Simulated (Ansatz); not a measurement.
Wavefunction ladder for `CC(C)CCCl`

```xyz
17

C     1.241    1.244   -0.810
C     0.586    0.131   -0.006
C     0.294    0.588    1.416
C    -0.667   -0.357   -0.726
C    -1.415   -1.489   -0.061
Cl   -0.413   -2.964    0.098
H     1.474    0.918   -1.827
H     0.581    2.115   -0.881
H     2.173    1.572   -0.342
H     1.285   -0.712    0.045
H    -0.453    1.389    1.424
H     1.198    0.976    1.890
H    -0.076   -0.226    2.042
H    -1.375    0.479   -0.818
H    -0.406   -0.656   -1.746
H    -2.288   -1.778   -0.645
H    -1.740   -1.232    0.946
```

Charge 0, multiplicity 1. The structure was optimised at the PBE0-D4/def2-TZVP level. It is one conformer, not always the lowest. Frozen core, restricted reference, Ansatz 0.2.0. CBS rows extrapolate triple and quadruple zeta; past MP2 they add the triple-zeta difference.

| basis | HF (Eh) | MP2 corr. | CCSD corr. | (T) | CCSD(T) total |
| --- | --- | --- | --- | --- | --- |
| def2-SVP | -654.96611 | ? | -0.93890 | ? | ? |
| def2-TZVPP | -655.33729 | -1.07409 | ? | -0.04630 | ? |
| def2-QZVPP | -655.35928 | -1.14845 | – | – | – |
| CBS(def2) | -655.36231 | -1.20353 | ? | as TZ | ? |

(1) Fill in the withheld values. (Estimate.)

Answers

(1) The calculation gave: def2-SVP MP2 corr.: -0.86011; def2-SVP (T): -0.02712; def2-SVP CCSD(T) total: -655.93213; def2-TZVPP CCSD corr.: -1.14393; def2-TZVPP CCSD(T) total: -656.52752; CBS(def2) CCSD corr.: -1.27337; CBS(def2) CCSD(T) total: -656.68198.
